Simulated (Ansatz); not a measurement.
Process, species as SMILES: P#P (P2) + 3 [H][H] (H2) → 2 P (PH3)
B3LYP-D3(BJ)/def2-TZVP geometries, fixed; electronic energies without zero-point terms.
Largest species:
```
P
H 1 1.4188
H 1 1.4188 2 93.38
H 1 1.4188 2 93.38 3 93.59
```

Basis-set convergence of the energy of full hydrogenation at PBE0 with Ansatz (a program for electronic structure). Cartesian d functions, on some or all atoms, in 6-31+G*; all else is spherical. The program fits the integrals of some runs and decomposes those of others, by size. No added dispersion term, no relativity. Functions are those of the species that has most. Reference: the value in pcseg-4, -50.16 kcal/mol, itself unsure by roughly 0.07 kcal/mol (its mean distance from aug-pcseg-3, aug-cc-pV(Q+d)Z, cc-pV(5+d)Z). Deviations are taken from unrounded values.

| basis | functions | energy of full hydrogenation (kcal/mol) | minus reference (kcal/mol) |
|---|---|---|---|
| STO-3G | 18 | -77.41 | -27.25 |
| 3-21G | 26 | -38.17 | 11.99 |
| 6-31G | 26 | -34.28 | 15.88 |
| pcseg-0 | 26 | -36.92 | 13.24 |
| pcseg-1 | 36 | -52.22 | -2.06 |
| 6-31+G* | 46 | -50.23 | -0.07 |
| def2-SVPD | 48 | -56.16 | -5.99 |
| aug-pcseg-1 | 54 | -51.97 | -1.81 |
| pcseg-2 | 76 | -51.76 | -1.60 |
| def2-TZVPP | 84 | -50.58 | -0.42 |
| def2-TZVPPD | 99 | -50.28 | -0.12 |
| aug-pcseg-2 | 119 | -50.37 | -0.21 |
| cc-pV(5+d)Z | 265 | -50.24 | -0.08 |

The smallest set listed that lies within 4 kcal/mol of the reference with all its larger relatives (same family, alike in diffuse functions; a set with none counts only in the reference's own line) is pcseg-1 (36 functions, -2.06 kcal/mol off). Inside, with no larger relative to test it: cc-pV(5+d)Z. (Relatives not listed, tested too: 6-311+G** -1.13, 6-311++G(2d,2p) -0.47, 6-311++G(3df,3pd) -0.99, def2-QZVP 0.05, def2-QZVPP 0.05, pcseg-3 -0.21, def2-QZVPPD 0.12, aug-pcseg-3 0.04, pcseg-4 0.00 kcal/mol.)
